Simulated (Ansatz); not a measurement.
Reaction (SMILES): P (PH3) → [PH2] (PH2) + H atom
B3LYP-D3(BJ)/def2-TZVP geometries, fixed; electronic energies without zero-point terms.
Largest species:
```
P
H 1 1.4188
H 1 1.4188 2 93.38
H 1 1.4188 2 93.38 3 93.59
```
Charge 0, spin multiplicity 1.

Effect of the final integration grid (spheres per factor e of radius in core and valence, angular degree) at PBE0/def2-TZVPP with Ansatz (a first-principles code), against the last row, where the bond dissociation energy is 84.48 kcal/mol. Open shells are unrestricted. The default's grid is 13, 11, 36.

```json
[
 {"setting": "accuracy: medium (default)", "largest shift of a total energy (mEh)": "0.000", "shift of the bond dissociation energy (kcal/mol)": "0.000"},
 {"setting": "final_grid: 4, 3, 11", "largest shift of a total energy (mEh)": "-0.231", "shift of the bond dissociation energy (kcal/mol)": "-0.085"},
 {"setting": "final_grid: 6, 5, 17", "largest shift of a total energy (mEh)": "0.045", "shift of the bond dissociation energy (kcal/mol)": "-0.028"},
 {"setting": "final_grid: 8, 7, 23", "largest shift of a total energy (mEh)": "0.004", "shift of the bond dissociation energy (kcal/mol)": "0.002"},
 {"setting": "final_grid: 10, 9, 29", "largest shift of a total energy (mEh)": "0.000", "shift of the bond dissociation energy (kcal/mol)": "0.000"},
 {"setting": "final_grid: 18, 15, 47", "largest shift of a total energy (mEh)": "0.000", "shift of the bond dissociation energy (kcal/mol)": "0.000"},
 {"setting": "final_grid: 26, 22, 59", "largest shift of a total energy (mEh)": "0.000", "shift of the bond dissociation energy (kcal/mol)": "0.000"}
]
```

Within 0.05 kcal/mol in the bond dissociation energy: accuracy: medium (default); final_grid: 6, 5, 17; final_grid: 8, 7, 23; final_grid: 10, 9, 29; final_grid: 18, 15, 47. The largest shift is 0.231 mEh in a total energy and 0.085 kcal/mol in the difference.
